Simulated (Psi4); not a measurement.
# NOF (nitrosyl fluoride): B3LYP/def2-QZVP (density fitting, sweep point 5)

What is the vertical ionisation energy of NOF (nitrosyl fluoride) at B3LYP/def2-QZVP (density fitting, sweep point 5)? 

The results are computed with Psi4 1.11.

## Step 1: Starting point

NOF: 3 atoms, total charge 0, spin state singlet. As SMILES, `O=NF`. The coordinates come from a GFN2-xTB relaxation.

Bond lengths: O1–N2 1.139 Å, N2–F3 1.492 Å. Angles: O1–N2–F3 111.3°.

## Step 2: A single-point energy at B3LYP/def2-QZVP (density fitting, sweep point 5)

Contents of input.inp:

```
memory 1600 mb

molecule geom {
  0 1
  O      1.66530225     0.45933573     0.96725632
  N      0.27829997    -0.91016769     0.05497213
  F     -1.94362111     0.45085086    -1.02224735
  units bohr
  symmetry c1
}

set basis def2-QZVP
set puream true
set scf_type df
set dft_radial_points 99
set dft_spherical_points 590

energy("b3lyp")
print_variables()
```

On the command line:

```sh
$ psi4 input.inp input.out -n 1
```

input.out:

```text
[...]
  Running in c1 symmetry.
[...]
  Nuclear repulsion =   65.836732049838020
[...]
  Multiplicity = 1
[...]
  Nalpha       = 12
  Nbeta        = 12
[...]
    Number of basis functions: 171
[...]
   @DF-RKS iter   1:  -229.76631563678939   -3.55404e-01   2.72550e-03 DIIS/ADIIS
[...]
   @DF-RKS iter   8:  -229.82829010919966   -4.36429e-08   3.89762e-07 DIIS
[...]
    Orbital Energies [Eh]
    ---------------------
    Doubly Occupied:
       1A    -24.695873     2A    -19.293440     3A    -14.568349
       4A     -1.318653     5A     -1.178339     6A     -0.728776
       7A     -0.600956     8A     -0.572840     9A     -0.558373
      10A     -0.422692    11A     -0.411658    12A     -0.354984
[...]
  @DF-RKS Final Energy:  -229.82829010919966
   => Energetics <=
    Nuclear Repulsion Energy =             65.8367320498380195
    One-Electron Energy =                -446.9476990190727292
    Two-Electron Energy =                 172.1352218574898245
    DFT Exchange-Correlation Energy =     -20.8525449974547783
    Empirical Dispersion Energy =           0.0000000000000000
    VV10 Nonlocal Energy =                  0.0000000000000000
    Total Energy =                       -229.8282901091996564
[...]
 Multipole Moments:
 ------------------------------------------------------------------------------------
     Multipole            Electronic (a.u.)      Nuclear  (a.u.)        Total (a.u.)
 ------------------------------------------------------------------------------------
 L = 1.  Multiply by 2.5417464519 to convert [e a0] to [Debye]
 Dipole X            :         -0.4948206            1.0280149            0.5331942
 Dipole Y            :          0.0250700           -0.1911438           -0.1660738
 Dipole Z            :          0.0000000            0.0000000            0.0000000
 Magnitude           :                                                    0.5584591
[...]
```

Run time: 8.7 s. Hardware: 1 thread of AMD EPYC 9R45 (Zen 5), shared host; peak memory 0.97 GiB.

## Step 3: The doublet cation at the same level

Contents of input.in:

```
memory 1600 MB

molecule mol {
  1 2
  O      1.66530225     0.45933573     0.96725632
  N      0.27829997    -0.91016769     0.05497213
  F     -1.94362111     0.45085086    -1.02224735
  units au
  symmetry c1
}

set basis def2-QZVP
set reference uks
set puream true
set scf_type df
set dft_radial_points 99
set dft_spherical_points 590
set maxiter 150

energy('b3lyp')
```

On the command line:

```sh
$ psi4 input.in input.out -n 1
```

input.out:

```text
[...]
  Running in c1 symmetry.
[...]
  Nuclear repulsion =   65.836732049838020
[...]
  Multiplicity = 2
[...]
  Nalpha       = 12
  Nbeta        = 11
[...]
    Number of basis functions: 171
[...]
   @DF-UKS iter   1:  -229.29089219308500    1.20020e-01   2.17041e-03 ADIIS/DIIS
[...]
   @DF-UKS iter  11:  -229.34616341759596   -1.18754e-07   5.02686e-07 DIIS
[...]
   @S^2 Observed:                7.665624752E-01
[...]
    Orbital Energies [Eh]
    ---------------------
    Alpha Occupied:
       1A    -25.116044     2A    -19.723758     3A    -14.974109
       4A     -1.710236     5A     -1.574915     6A     -1.112237
       7A     -0.994319     8A     -0.945148     9A     -0.942670
      10A     -0.795865    11A     -0.788947    12A     -0.768876
    Alpha Virtual:
      13A     -0.509789    14A     -0.400972    15A     -0.115395
      16A     -0.067859    17A     -0.067598    18A     -0.054165
      19A      0.022384    20A      0.050013    21A      0.062263
      22A      0.067008    23A      0.101495    24A      0.114996
      25A      0.190534    26A      0.340329    27A      0.383290
[...]
  @DF-UKS Final Energy:  -229.34616341759596
   => Energetics <=
    Nuclear Repulsion Energy =             65.8367320498380195
    One-Electron Energy =                -437.7809354795255103
    Two-Electron Energy =                 163.0882297344155631
    DFT Exchange-Correlation Energy =     -20.4901897223240397
    Empirical Dispersion Energy =           0.0000000000000000
    VV10 Nonlocal Energy =                  0.0000000000000000
    Total Energy =                       -229.3461634175959603
[...]
 Multipole Moments:
 ------------------------------------------------------------------------------------
     Multipole            Electronic (a.u.)      Nuclear  (a.u.)        Total (a.u.)
 ------------------------------------------------------------------------------------
 L = 1.  Multiply by 2.5417464519 to convert [e a0] to [Debye]
 Dipole X            :         -0.3977051            1.0280149            0.6303098
 Dipole Y            :         -0.0838706           -0.1911438           -0.2750144
 Dipole Z            :          0.0000000            0.0000000            0.0000000
 Magnitude           :                                                    0.6876942
[...]
```

Wall time 18 s (1 thread of AMD EPYC 9R45 (Zen 5), shared host); peak memory 0.97 GiB.

## Step 4: Summary of results

Level: B3LYP/def2-QZVP (density fitting, sweep point 5).

| quantity | value |
| --- | --- |
| singlet NOF: total energy | -229.82829 Eh |
| singlet NOF: dipole moment | 1.42 D |
| singlet NOF: HOMO energy | -9.66 eV |
| singlet NOF: LUMO energy | -3.81 eV |
| singlet NOF: HOMO–LUMO gap | 5.85 eV |
| doublet cation: total energy | -229.34616 Eh |
| doublet cation: HOMO energy (highest over α and β) | -20.91 eV |
| doublet cation: LUMO energy (lowest over α and β) | -16.63 eV |
| doublet cation: ⟨S²⟩ | 0.767 |
| vertical ionisation energy (to the doublet cation) | 13.119 eV |

Removing an electron at fixed nuclei costs 13.12 eV (303 kcal/mol). −ε(HOMO) before ionisation, 9.66 eV, is 3.46 eV below this ionisation energy.
